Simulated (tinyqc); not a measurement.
UHF in the sto-3g basis, for H2O, spin multiplicity 1, step by step (part 2 of 2). Computed by tinyqc, a small Python program that keeps every step (integrals from PySCF). Command: `OMP_NUM_THREADS=1 python tinyqc.py 28215 28216 out.jsonl` (the two numbers bound the seeds that draw the settings). One thread of a shared host (Intel(R) Xeon(R) Processor @ 2.60GHz), about 0.1 s of CPU time with the checks.

Geometry (angstrom):

| atom | x | y | z |
|---|---|---|---|
| O | 0.000000 | 0.000000 | 0.000000 |
| H | 0.000000 | 0.804000 | 0.635000 |
| H | 0.000000 | -0.804000 | 0.635000 |

## Iteration 2: diagonalisation and new density

F(alpha) (hartree), lower triangle:
```
             1O 1s      1O 2s     1O 2px     1O 2py     1O 2pz      2H 1s      3H 1s
1O 1s   -20.119160
1O 2s    -5.142021  -2.357067
1O 2px    0.000000   0.000000  -0.235785
1O 2py    0.000000   0.000000   0.157652  -0.293084
1O 2pz   -0.027769  -0.112222   0.000000   0.000000  -0.319573
2H 1s    -1.015100  -0.904249  -0.042865  -0.362246  -0.334779  -0.474748
3H 1s    -1.015100  -0.904249   0.042865   0.362246  -0.334779  -0.315398  -0.474748
```

F(beta) (hartree), lower triangle:
```
             1O 1s      1O 2s     1O 2px     1O 2py     1O 2pz      2H 1s      3H 1s
1O 1s   -20.119160
1O 2s    -5.142021  -2.357067
1O 2px    0.000000   0.000000  -0.235785
1O 2py    0.000000   0.000000  -0.157652  -0.293084
1O 2pz   -0.027769  -0.112222   0.000000   0.000000  -0.319573
2H 1s    -1.015100  -0.904249   0.042865  -0.362246  -0.334779  -0.474748
3H 1s    -1.015100  -0.904249  -0.042865   0.362246  -0.334779  -0.315398  -0.474748
```

X:
```
                1          2          3         4          5          6         7
1O 1s   -0.322972   0.000000   0.746484  0.000000  -0.617785   0.000000  0.160585
1O 2s    1.109727   0.000000  -0.299023  0.000000  -0.307003   0.000000  0.429798
1O 2px   0.000000   0.000000   0.000000  1.000000   0.000000   0.000000  0.000000
1O 2py   0.000000   0.891754   0.000000  0.000000   0.000000   0.691957  0.000000
1O 2pz   0.522202   0.000000   0.655084  0.000000   0.631596   0.000000  0.204136
2H 1s   -0.700450  -0.821676  -0.164781  0.000000   0.134670   0.375486  0.379538
3H 1s   -0.700450   0.821676  -0.164781  0.000000   0.134670  -0.375486  0.379538
```

Diagonalise F' = X^T F X, C = X C', fill 5 alpha and 5 beta electrons from the bottom; D(s) = C_occ C_occ^T. Each column has its largest component positive (the first on a tie).

F' = X^T F X (alpha) (hartree), lower triangle:
```
           1         2          3          4          5          6          7
1   0.084135
2   0.000000  0.613479
3   1.786063  0.000000  -8.823830
4   0.000000  0.211029   0.000000  -0.235785
5  -1.398554  0.000000   8.816373   0.000000  -9.568799
6   0.000000  0.086810   0.000000   0.076898   0.000000  -0.561738
7   0.274629  0.000000  -3.819574   0.000000   4.140342   0.000000  -2.867747
```

orbital energies (alpha) (hartree): MO1 -20.128133, MO2 -1.185030, MO3 -0.580380, MO4 -0.411306, MO5 -0.275163, MO6 0.548228, MO7 0.671499

coefficients C (alpha):
```
              MO1        MO2        MO3        MO4        MO5        MO6        MO7
1O 1s    0.994133  -0.231035   0.000000   0.101725   0.000000  -0.130269   0.000000
1O 2s    0.025919   0.831240   0.000000  -0.505474   0.000000   0.807929   0.000000
1O 2px   0.000000   0.000000  -0.196277   0.000000   0.952606   0.000000   0.232416
1O 2py   0.000000   0.000000   0.645427   0.000000  -0.091823   0.000000   0.921423
1O 2pz   0.003889   0.125614   0.000000   0.790334   0.000000   0.708515   0.000000
2H 1s   -0.005445   0.171698   0.397963   0.262610   0.268696  -0.762557  -0.765225
3H 1s   -0.005445   0.171698  -0.397963   0.262610  -0.268696  -0.762557   0.765225
```

F' = X^T F X (beta) (hartree), lower triangle:
```
           1          2          3          4          5          6          7
1   0.084135
2   0.000000   0.613479
3   1.786063   0.000000  -8.823830
4   0.000000  -0.211029   0.000000  -0.235785
5  -1.398554   0.000000   8.816373   0.000000  -9.568799
6   0.000000   0.086810   0.000000  -0.076898   0.000000  -0.561738
7   0.274629   0.000000  -3.819574   0.000000   4.140342   0.000000  -2.867747
```

orbital energies (beta) (hartree): MO1 -20.128133, MO2 -1.185030, MO3 -0.580380, MO4 -0.411306, MO5 -0.275163, MO6 0.548228, MO7 0.671499

coefficients C (beta):
```
              MO1        MO2        MO3        MO4        MO5        MO6        MO7
1O 1s    0.994133  -0.231035   0.000000   0.101725   0.000000  -0.130269   0.000000
1O 2s    0.025919   0.831240   0.000000  -0.505474   0.000000   0.807929   0.000000
1O 2px   0.000000   0.000000   0.196277   0.000000   0.952606   0.000000  -0.232416
1O 2py   0.000000   0.000000   0.645427   0.000000   0.091823   0.000000   0.921423
1O 2pz   0.003889   0.125614   0.000000   0.790334   0.000000   0.708515   0.000000
2H 1s   -0.005445   0.171698   0.397963   0.262610  -0.268696  -0.762557  -0.765225
3H 1s   -0.005445   0.171698  -0.397963   0.262610   0.268696  -0.762557   0.765225
```

D(alpha) after iteration 2, lower triangle:
```
            1O 1s      1O 2s     1O 2px     1O 2py    1O 2pz      2H 1s     3H 1s
1O 1s    1.052026
1O 2s   -0.217698   0.947136
1O 2px   0.000000   0.000000   0.945983
1O 2py   0.000000   0.000000  -0.214153   0.425008
1O 2pz   0.055241  -0.294978   0.000000   0.000000  0.640422
2H 1s   -0.018367   0.009838   0.177850   0.232184  0.229096   0.329045
3H 1s   -0.018367   0.009838  -0.177850  -0.232184  0.229096  -0.132098  0.329045
```

D(beta) after iteration 2, lower triangle:
```
            1O 1s      1O 2s     1O 2px     1O 2py    1O 2pz      2H 1s     3H 1s
1O 1s    1.052026
1O 2s   -0.217698   0.947136
1O 2px   0.000000   0.000000   0.945983
1O 2py   0.000000   0.000000   0.214153   0.425008
1O 2pz   0.055241  -0.294978   0.000000   0.000000  0.640422
2H 1s   -0.018367   0.009838  -0.177850   0.232184  0.229096   0.329045
3H 1s   -0.018367   0.009838   0.177850  -0.232184  0.229096  -0.132098  0.329045
```

## Iteration 24 (converged): orbitals

converged F(alpha) (hartree), lower triangle:
```
             1O 1s      1O 2s     1O 2px     1O 2py     1O 2pz      2H 1s      3H 1s
1O 1s   -20.243702
1O 2s    -5.163247  -2.427433
1O 2px    0.000000   0.000000  -0.388937
1O 2py    0.000000   0.000000   0.000004  -0.273802
1O 2pz   -0.027543  -0.100563   0.000000   0.000000  -0.313487
2H 1s    -1.019935  -0.913434  -0.000001  -0.376777  -0.349954  -0.496171
3H 1s    -1.019935  -0.913434   0.000001   0.376777  -0.349954  -0.322856  -0.496171
```

converged F(beta) (hartree), lower triangle:
```
             1O 1s      1O 2s     1O 2px     1O 2py     1O 2pz      2H 1s      3H 1s
1O 1s   -20.243702
1O 2s    -5.163247  -2.427433
1O 2px    0.000000   0.000000  -0.388937
1O 2py    0.000000   0.000000  -0.000004  -0.273802
1O 2pz   -0.027543  -0.100563   0.000000   0.000000  -0.313487
2H 1s    -1.019935  -0.913434   0.000001  -0.376777  -0.349954  -0.496171
3H 1s    -1.019935  -0.913434  -0.000001   0.376777  -0.349954  -0.322856  -0.496171
```

As before.

F' = X^T F X (alpha) (hartree), lower triangle:
```
           1         2          3          4          5          6          7
1   0.032847
2   0.000000  0.652545
3   1.842506  0.000000  -8.886229
4   0.000000  0.000004   0.000000  -0.388937
5  -1.372510  0.000000   8.865894   0.000000  -9.636368
6   0.000000  0.114117   0.000000   0.000002   0.000000  -0.571545
7   0.266348  0.000000  -3.829818   0.000000   4.163951   0.000000  -2.904768
```

orbital energies (alpha) (hartree): MO1 -20.252251, MO2 -1.238272, MO3 -0.582093, MO4 -0.447517, MO5 -0.388937, MO6 0.543522, MO7 0.663092

coefficients C (alpha):
```
              MO1        MO2        MO3        MO4        MO5        MO6        MO7
1O 1s    0.994286  -0.235578   0.000000   0.099742   0.000000  -0.122258   0.000000
1O 2s    0.025253   0.858313   0.000000  -0.514939   0.000000   0.772907   0.000000
1O 2px   0.000000   0.000000  -0.000008   0.000000   1.000000   0.000000   0.000004
1O 2py   0.000000   0.000000   0.606945   0.000000   0.000001   0.000000   0.951654
1O 2pz   0.003762   0.108319   0.000000   0.759279   0.000000   0.744421   0.000000
2H 1s   -0.005262   0.152733   0.449517   0.304589   0.000007  -0.750891  -0.783630
3H 1s   -0.005262   0.152733  -0.449517   0.304589  -0.000007  -0.750891   0.783630
```

F' = X^T F X (beta) (hartree), lower triangle:
```
           1          2          3          4          5          6          7
1   0.032847
2   0.000000   0.652545
3   1.842506   0.000000  -8.886229
4   0.000000  -0.000004   0.000000  -0.388937
5  -1.372510   0.000000   8.865894   0.000000  -9.636368
6   0.000000   0.114117   0.000000  -0.000002   0.000000  -0.571545
7   0.266348   0.000000  -3.829818   0.000000   4.163951   0.000000  -2.904768
```

orbital energies (beta) (hartree): MO1 -20.252251, MO2 -1.238272, MO3 -0.582093, MO4 -0.447517, MO5 -0.388937, MO6 0.543522, MO7 0.663092

coefficients C (beta):
```
              MO1        MO2        MO3        MO4        MO5        MO6        MO7
1O 1s    0.994286  -0.235578   0.000000   0.099742   0.000000  -0.122258   0.000000
1O 2s    0.025253   0.858313   0.000000  -0.514939   0.000000   0.772907   0.000000
1O 2px   0.000000   0.000000   0.000008   0.000000   1.000000   0.000000  -0.000004
1O 2py   0.000000   0.000000   0.606945   0.000000  -0.000001   0.000000   0.951654
1O 2pz   0.003762   0.108319   0.000000   0.759279   0.000000   0.744421   0.000000
2H 1s   -0.005262   0.152733   0.449517   0.304589  -0.000007  -0.750891  -0.783630
3H 1s   -0.005262   0.152733  -0.449517   0.304589   0.000007  -0.750891   0.783630
```

D(alpha) after iteration 24, lower triangle:
```
            1O 1s      1O 2s     1O 2px     1O 2py    1O 2pz      2H 1s     3H 1s
1O 1s    1.054049
1O 2s   -0.228452   1.002501
1O 2px   0.000000   0.000000   1.000000
1O 2py   0.000000   0.000000  -0.000004   0.368383
1O 2pz   0.053955  -0.297916   0.000000   0.000000  0.588252
2H 1s   -0.010832  -0.025885   0.000003   0.272832  0.247792   0.318195
3H 1s   -0.010832  -0.025885  -0.000003  -0.272832  0.247792  -0.085936  0.318195
```

D(beta) after iteration 24, lower triangle:
```
            1O 1s      1O 2s     1O 2px     1O 2py    1O 2pz      2H 1s     3H 1s
1O 1s    1.054049
1O 2s   -0.228452   1.002501
1O 2px   0.000000   0.000000   1.000000
1O 2py   0.000000   0.000000   0.000004   0.368383
1O 2pz   0.053955  -0.297916   0.000000   0.000000  0.588252
2H 1s   -0.010832  -0.025885  -0.000003   0.272832  0.247792   0.318195
3H 1s   -0.010832  -0.025885   0.000003  -0.272832  0.247792  -0.085936  0.318195
```

## Convergence

Stop when the energy changes by less than 1e-10 hartree and every element of the error matrix X^T (F D S - S D F) X (for each spin) is below 3e-06.

Course of the cycle:

| iteration | E (hartree) | change | largest element of the error matrix |
|---|---|---|---|
| 1 | -74.32053374 | - | 3.50e-01 |
| 2 | -74.79868943 | -4.78e-01 | 1.46e-01 |
| 3 | -74.91444099 | -1.16e-01 | 9.45e-02 |
| 4 | -74.94551674 | -3.11e-02 | 5.77e-02 |
| 5 | -74.95632119 | -1.08e-02 | 3.53e-02 |
| 6 | -74.96025429 | -3.93e-03 | 2.16e-02 |
| 7 | -74.96170632 | -1.45e-03 | 1.32e-02 |
| 8 | -74.96224473 | -5.38e-04 | 8.03e-03 |
| 9 | -74.96244473 | -2.00e-04 | 4.90e-03 |
| 10 | -74.96251910 | -7.44e-05 | 2.99e-03 |
| 11 | -74.96254676 | -2.77e-05 | 1.83e-03 |
| 12 | -74.96255706 | -1.03e-05 | 1.11e-03 |
| 13 | -74.96256089 | -3.83e-06 | 6.80e-04 |
| 14 | -74.96256232 | -1.43e-06 | 4.15e-04 |
| 15 | -74.96256285 | -5.31e-07 | 2.53e-04 |
| 16 | -74.96256304 | -1.98e-07 | 1.54e-04 |
| 17 | -74.96256312 | -7.36e-08 | 9.42e-05 |
| 18 | -74.96256315 | -2.74e-08 | 5.75e-05 |
| 19 | -74.96256316 | -1.02e-08 | 3.51e-05 |
| 20 | -74.96256316 | -3.80e-09 | 2.14e-05 |
| 21 | -74.96256316 | -1.41e-09 | 1.31e-05 |
| 22 | -74.96256316 | -5.26e-10 | 7.96e-06 |
| 23 | -74.96256316 | -1.96e-10 | 4.86e-06 |
| 24 | -74.96256316 | -7.29e-11 | 2.97e-06 |

PySCF UHF in the same basis, after a stability check = -74.96256316 hartree

Converged in 24 iterations.

## Populations, bond orders and dipole

overlap S, lower triangle:
```
           1O 1s     1O 2s    1O 2px     1O 2py    1O 2pz     2H 1s     3H 1s
1O 1s   1.000000
1O 2s   0.236704  1.000000
1O 2px  0.000000  0.000000  1.000000
1O 2py  0.000000  0.000000  0.000000   1.000000
1O 2pz  0.000000  0.000000  0.000000   0.000000  1.000000
2H 1s   0.045982  0.431703  0.000000   0.289725  0.228825  1.000000
3H 1s   0.045982  0.431703  0.000000  -0.289725  0.228825  0.219479  1.000000
```

Mulliken: Z minus the diagonal of D S on the atom; Loewdin: the same with S^(1/2) D S^(1/2); Mayer order: 2 sum_s sum (D(s) S)_ij (D(s) S)_ji over the two atoms.

Charges (e):

| atom | Mulliken | Loewdin | Mulliken spin |
|---|---|---|---|
| 1O | -0.306367 | -0.217395 | 0 |
| 2H | 0.153184 | 0.108697 | 0 |
| 3H | 0.153184 | 0.108697 | 0 |

Mayer bond orders:

| pair | order |
|---|---|
| 2-1 | 0.966488 |
| 3-1 | 0.966488 |
| 3-2 | 0.010047 |

dipole moment about the origin, x y z (debye): 0.000000  0.000000  1.641604

<S^2> of the determinant (pure state: 0) = 7.85e-11
